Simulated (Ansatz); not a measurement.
Input file:

```yaml
crystal:
  periodic: [false, false, false]
  atoms:
    - {symbol: Si, position_ang: [0.000000, 0.000000, 0.000000]}
    - {symbol: Si, position_ang: [0.000000, 0.000000, 3.220000]}
basis:
  gaussian: {orbitals: 6-31G}
magnetization: {spin_polarized: true, initial_magnetization: 0}
correlation: {method: ccsdt_q, electrons: outside_noble_gas}
scf: {lower_state_search: off}
```

```sh
$ ansatz run in.yaml --threads 1 --pin off --events-out ev --progress --plain --max-ram 2393MiB
```

(1) Roughly how long does this take on 1 thread of Arm Neoverse V1, shared host, and how much host memory?

```
these checks for a lower state are left out or cut short: stability, starts, cluster_reference, orbital_swaps, neighbouring_geometries, increment
489 factors; integrals over basis functions are off by at most 3.6e-8 eV
mean field evaluation 1: about -15716.4981 eV, gradient 2.1e0 eV
mean field evaluation 2: about -15716.4989 eV, gradient 2.1e0 eV
mean field evaluation 4: about -15716.5797 eV, gradient 9.3e-2 eV
mean field evaluation 8: about -15716.5798 eV, gradient 4.8e-5 eV
mean field -15716.57977667 eV, -577.5736537122 hartree, gradient 1.2e-6 eV, S^2 0.000000; 0 other end points of the search recorded, 0 dependent functions left out
10 core orbitals not correlated: weight in the atoms' cores, before any rotation towards them, 1.000 or more for the frozen orbitals, at most 0.000 for the correlated occupied ones
reference -15716.57977667 eV, -577.5736537122 hartree; 4, 4 occupied and 12, 12 virtual orbitals, 489 factors
second order -3.45369167 eV of doubles, -0.00000000 eV of singles
cycle   1  -3.32434978 eV  change   -5.9e-1 eV  update   1.2e-1
cycle   2  -3.66749320 eV  change   -3.4e-1 eV  update   6.8e-2
cycle   3  -3.99722053 eV  change   -3.3e-1 eV  update   4.7e-2
cycle   4  -4.13612017 eV  change   -1.4e-1 eV  update   2.9e-2
cycle   5  -4.19451923 eV  change   -5.8e-2 eV  update   1.9e-2
cycle   6  -4.24751787 eV  change   -5.3e-2 eV  update   8.1e-3
...
cycle  34  -4.23419211 eV  change   -3.4e-6 eV  update   1.9e-6
cycle  35  -4.23419391 eV  change   -1.8e-6 eV  update   1.3e-6
cycle  36  -4.23419337 eV  change    5.3e-7 eV  update   8.9e-7
cycle  37  -4.23419368 eV  change   -3.1e-7 eV  update   9.0e-7
cycle  38  -4.23419355 eV  change    1.3e-7 eV  update   9.0e-7
cycle  39  -4.23419346 eV  change    8.7e-8 eV  update   8.2e-7
cycle  40  -4.23419256 eV  change    9.0e-7 eV  update   8.3e-7
cycle  41  -4.23419212 eV  change    4.4e-7 eV  update   7.5e-7
cycle  42  -4.23419264 eV  change   -5.2e-7 eV  update   6.1e-7
cycle  43  -4.23419317 eV  change   -5.3e-7 eV  update   3.4e-7
perturbative correction -0.06389042 eV, -0.0023479298 hartree
WARN: these amplitudes may be one of several solutions (largest doubles amplitude 0.50, level shift 2.39 eV)
Total energy: -15720.87786026 eV, -577.7316053709 hartree
Checks for a lower state left out: stability, starts, cluster_reference, orbital_swaps, neighbouring_geometries, increment
```

## Answers

(1) 7 s wall and 0.19 GiB.
